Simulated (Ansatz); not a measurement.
Molecule (SMILES): O[O] (O-OH), doublet.
Atoms: O1, O2, H3. Bonds: O1-O2, O2-H3.

Basis-set convergence of the optimised O1-O2 bond length at MP2 with Ansatz (a first-principles code). The reference of a correlated method is not its basis-set limit, which lies further on. Cartesian d functions, on some or all atoms, in 6-31G*; all else is spherical. Cores are frozen. Core-valence sets carry the plain set on hydrogen. Open shells are unrestricted. No added dispersion term, no relativity. Reference: the value in aug-cc-pVQZ, 1.3074 Å. Deviations are taken from unrounded values.

| basis | functions | optimised O1-O2 bond length (Å) | minus reference (Å) |
|---|---|---|---|
| 6-31G* | 32 | 1.3260 | 0.0186 |
| cc-pVDZ | 33 | 1.3157 | 0.0083 |
| 6-311G** | 42 | 1.3093 | 0.0020 |
| cc-pVTZ | 74 | 1.3124 | 0.0050 |
| pcseg-2 | 74 | 1.3125 | 0.0051 |
| jun-cc-pV(T+d)Z | 92 | 1.3123 | 0.0050 |
| 6-311++G(3df,3pd) | 96 | 1.3063 | -0.0011 |
| def2-TZVPPD | 97 | 1.3117 | 0.0043 |
| cc-pCVTZ | 100 | 1.3119 | 0.0045 |
